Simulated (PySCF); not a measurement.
P2, SMILES P#P.

Geometry: B3LYP-D3(BJ)/def2-TZVPD.

Computed with TDA-CAM-B3LYP/def2-TZVPD (PySCF 2.14.0).

Vertical excitations; the highest root listed may be one member of a degenerate set. Gas-phase values at a fixed geometry. State labels are in the subgroup D2h.

```
state  symmetry  energy (eV)  λ (nm)      f                                                                  main pairs
-----  --------  -----------  ------  -----  --------------------------------------------------------------------------
S1           Au         3.41     363  0.000                                          HOMO→LUMO+1 50 %, HOMO−1→LUMO 50 %
S2           Au         3.76     330  0.000                                   HOMO−1→LUMO, HOMO→LUMO+1 (degenerate set)
S3          B1u         3.76     330  0.000                                   HOMO−1→LUMO+1, HOMO→LUMO (degenerate set)
S4          B3g         4.40     282  0.000                                              HOMO−2→LUMO+1 (degenerate set)
S5          B2g         4.40     282  0.000                                                HOMO−2→LUMO (degenerate set)
S6          B1u         6.90     180  0.225  HOMO→LUMO 31 %, HOMO−1→LUMO+1 31 %, HOMO−2→LUMO+2 20 %, HOMO−2→LUMO+7 13 %
S7          B2u         7.60     163  0.169                                              HOMO−1→LUMO+3 (degenerate set)
S8          B3u         7.60     163  0.169                                                HOMO→LUMO+3 (degenerate set)
S9          B2g         7.77     160  0.000                                                HOMO→LUMO+2 (degenerate set)
S10         B3g         7.77     160  0.000                                              HOMO−1→LUMO+2 (degenerate set)
T1          B1u         2.52     491      0                                          HOMO−1→LUMO+1 49 %, HOMO→LUMO 49 %
T2          B1u         2.87     431      0                                   HOMO→LUMO, HOMO−1→LUMO+1 (degenerate set)
T3           Au         2.87     431      0                                   HOMO→LUMO+1, HOMO−1→LUMO (degenerate set)
T4          B3g         3.36     369      0                                                          HOMO−2→LUMO+1 98 %
```
Triplets are in the Tamm–Dancoff approximation.
